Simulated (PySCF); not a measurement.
Geometry:
| atom | x (Å) | y (Å) | z (Å) |
| --- | --- | --- | --- |
| B1 | -0.284 | -0.485 | -0.019 |
| C2 | 1.277 | -0.552 | -0.003 |
| H3 | 1.539 | -0.815 | 1.043 |
| H4 | 1.791 | 0.393 | -0.233 |
| H5 | 1.691 | -1.368 | -0.615 |
| C6 | -1.102 | 0.847 | 0.008 |
| H7 | -1.484 | 0.975 | -1.025 |
| H8 | -0.525 | 1.750 | 0.256 |
| H9 | -2.003 | 0.789 | 0.638 |
| H10 | -0.902 | -1.533 | -0.050 |

How the numbers were obtained: structure optimised with PBE0-D3(BJ)/def2-SVP, GIAO B3LYP/pcSseg-1 shieldings, in PySCF 2.14 (single conformer, non-relativistic, fast rotation and ring inversion assumed for equivalent nuclei, isolated molecule).

References, each an isolated molecule treated in the same way: ¹³C (179.24 ppm), ¹H (31.38 ppm) against TMS; ¹¹B (97.83 ppm) against BF3·OEt2.

| atoms | nucleus | count | δ (ppm) |
| --- | --- | --- | --- |
| H10 | ¹H | 1 | ? |
| B1 | ¹¹B | 1 | 89.4 |
| C2/C6 | ¹³C | 2 | 17.8 |
| H3/H4/H5/H7/H8/H9 | ¹H | 6 | ? |

Task: Complete the table.

Result: 
- H10: 7.38 ppm, hydrogen on a boron bonded to 2 C
- H3/H4/H5/H7/H8/H9: 1.10 ppm, hydrogen on a carbon bonded to B

Hydrogens on boron are broadened and split by ¹¹B (spin 3/2, 80 %) and 10B (spin 3). A carbon bonded to boron is broadened by the quadrupolar boron nucleus and is often missing from a measured spectrum. Shifts are as computed. Against solution values, carbons near 30 ppm lie about +2 ppm off and those near 130 ppm about +6 ppm. Of 1211 compounds with measured shifts, 218 miss one by over three times the rms of a fit or turn the order of signals round; such compounds aren't used in these exercises.
